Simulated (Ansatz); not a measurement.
Input for Ansatz (development build ahead of 0.2.0):

```yaml
crystal:
  periodic: [false, false, false]
  atoms:
    - { symbol: C, position_ang: [1.19978, -0.0047, 0.00864] }
    - { symbol: C, position_ang: [0.36627, 1.15033, 0.00418] }
    - { symbol: C, position_ang: [-0.96447, 0.70327, -0.00574] }
    - { symbol: C, position_ang: [-0.98157, -0.70592, 0.00319] }
    - { symbol: C, position_ang: [0.36778, -1.13341, 7.0e-05] }
    - { symbol: H, position_ang: [2.29421, -0.00653, -0.00689] }
    - { symbol: H, position_ang: [0.71531, 2.18337, -0.00828] }
    - { symbol: H, position_ang: [-1.86722, 1.35287, -0.00441] }
    - { symbol: H, position_ang: [-1.86165, -1.35717, 0.00666] }
    - { symbol: H, position_ang: [0.71133, -2.17711, 0.00608] }
basis:
  gaussian: { orbitals: cc-pVDZ }
total_charge: -1
hamiltonian:
  xc: hf
```

The input is written out in the form of the current development build from the run's settings.

The run gave:

```json
{"Converged": "yes", "Total energy": "-192.20529 hartree", "Spin squared of the determinant": "0.000"}
```

Caution: no diffuse functions for an anion.
